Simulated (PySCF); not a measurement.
Si: ionisation energy

Si [Ne] 3s2 3p2 (3P) → Si⁺ [Ne] 3s2 3p1 (2P), as a difference of total energies. All numbers are calculated (PySCF 2.14, scalar relativity by spin-free X2C-1e, in x2c-TZVPPall (5s5p3d1f, 42 functions)). Correlated levels: valence: [Ne] frozen. The calculations carry no spin-orbit coupling.

```
           method  ionisation energy (eV)  error (eV)
              UHF                   7.629      -0.528
    MP2 (valence)                   8.031      -0.126
SCS-MP2 (valence)                   7.946      -0.211
   CCSD (valence)                   8.062      -0.095
CCSD(T) (valence)                   8.100      -0.057
  CCSDT (valence)                   8.109      -0.048
```

Reference: 8.157 eV (measured; NIST levels, between the centres of gravity of the two terms).

Errors of the correlated levels include the incompleteness of this basis and the frozen core.
